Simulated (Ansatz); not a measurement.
A nudged elastic band was laid between two geometries of ClH3Si + H2O (8 atoms, charge 0, multiplicity 1).

Level of theory: Ansatz, RKS PBE/def2-SVP.

| Property | Result |
| --- | --- |
| movable images | 5 |
| climbing image | yes |
| spring | 5.0 eV/Å² |
| optimiser | quadratic models (default) |
| start path | through a guess of the saddle point |
| force threshold | 0.2 eV/Å |
| iteration limit | 60 |
| end points | relaxed |

Image 0:

```xyz
8
Properties=species:S:1:pos:R:3
Si 0.330 0.037 -0.052
Cl 0.297 -0.147 2.046
H 1.788 0.047 -0.419
H -0.300 1.326 -0.467
H -0.308 -1.165 -0.675
O -2.586 0.047 0.737
H -2.763 -0.912 0.707
H -2.116 0.137 1.591
```

Image 6:

```xyz
8
Properties=species:S:1:pos:R:3
Si -0.302 -0.082 -0.520
Cl -0.709 0.753 3.233
H 0.916 -0.829 -0.053
H -0.078 1.395 -0.478
H -0.637 -0.527 -1.918
O -1.637 -0.354 0.508
H -1.936 -1.280 0.569
H -1.275 0.295 2.127
```

Problem. What changes between the two ends?

Solution. Bonds broken: Si1–Cl2, O6–H8. Bonds formed: Si1–O6, Cl2–H8. ClH3Si + H2O becomes ClH + H4OSi.

Problem. What energy profile does the band end with?

Solution. It converged. The highest image is number 3 of 0 to 6, 18.1 kcal/mol above the first end and 17.3 kcal/mol above the last; the last end lies 0.8 kcal/mol above the first. The threshold of 0.2 eV/Å is loose, so the images may lie well off the minimum-energy path. The order of the stationary point at the top wasn't checked. The orbitals stay closed-shell, which can raise the energy where a bond breaks towards radicals; this wasn't checked here.

| image | path coordinate (Å) | energy (kcal/mol) | Si1–Cl2 (Å) | O6–H8 (Å) | Si1–O6 (Å) |
| --- | --- | --- | --- | --- | --- |
| 0 | 0.00 | 0.0 | 2.11 | 0.98 | 3.02 |
| 1 | 0.69 | 2.9 | 2.13 | 0.98 | 2.70 |
| 2 | 1.38 | 12.3 | 2.24 | 0.99 | 2.23 |
| 3 | 2.07 | 18.1 | 2.50 | 1.05 | 1.93 |
| 4 | 2.72 | 8.8 | 2.93 | 1.47 | 1.76 |
| 5 | 3.37 | 1.3 | 3.53 | 1.76 | 1.71 |
| 6 | 4.02 | 0.8 | 3.87 | 1.78 | 1.71 |

Problem. What is the geometry of the highest image?

Solution. 
```xyz
8
Properties=species:S:1:pos:R:3
Si -0.197 0.059 -0.127
Cl 0.040 0.541 2.316
H 1.166 -0.538 0.067
H -0.247 1.496 -0.517
H -0.708 -0.736 -1.315
O -1.906 -0.260 0.712
H -2.262 -1.171 0.661
H -1.542 -0.020 1.671
```

Time of the run: 89 s on 1 thread of Arm Neoverse V1, on a shared host, peak memory 0.15 GiB.
